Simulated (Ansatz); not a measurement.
Two isomers of C3H5NO: A = `NC1=C(O)C1`, B = `NC1CC1=O`.

Gas-phase electronic energies from Ansatz, PBE0-D4/def2-TZVP geometries. CCSD(T)/CBS adds triple-zeta CCSD(T) − MP2 to the extrapolated MP2 energy (def2 sets, frozen cores). Functionals use def2-TZVPP. B3LYP here is the variant with VWN-RPA as its local correlation; programs differ in this. Each species was taken in one conformer, which may not be the lowest.

Q: Which isomer does CCSD(T)/CBS put lower? Give the gap. (Estimate.)

A: The calculation gave: B, by 70.4 kJ/mol.

Q: Give E(B) − E(A) in kJ/mol with r2SCAN-D4, CCSD(T)/def2-SVP, B3LYP-D4, CCSD(T)/def2-TZVPP, B2PLYP, HF/def2-TZVPP, MP2/def2-TZVPP. (Estimate.)

A: The calculation gave: r2SCAN-D4 -72.1, CCSD(T)/def2-SVP -80.4, B3LYP-D4 -71.0, CCSD(T)/def2-TZVPP -74.9, B2PLYP -72.0, HF/def2-TZVPP -83.0, MP2/def2-TZVPP -67.5. None reverses the order clearly.

Q: Does the order hold for the free energy at 298.15 K (harmonic terms from PBE0-D4)? (Estimate.)

A: Ansatz gave: Yes: G(B) − G(A) = -71.6 kJ/mol, for one conformer each.

Largest T1 diagnostic: 0.014.

From r2SCAN to r2SCAN0 (25 % exact exchange), in def2-TZVPP and without D4, E(B) − E(A) moves by +3.5 kJ/mol. At CCSD(T), def2-SVP lies −10.1 kJ/mol from the extrapolated value and def2-TZVPP −4.5 kJ/mol.
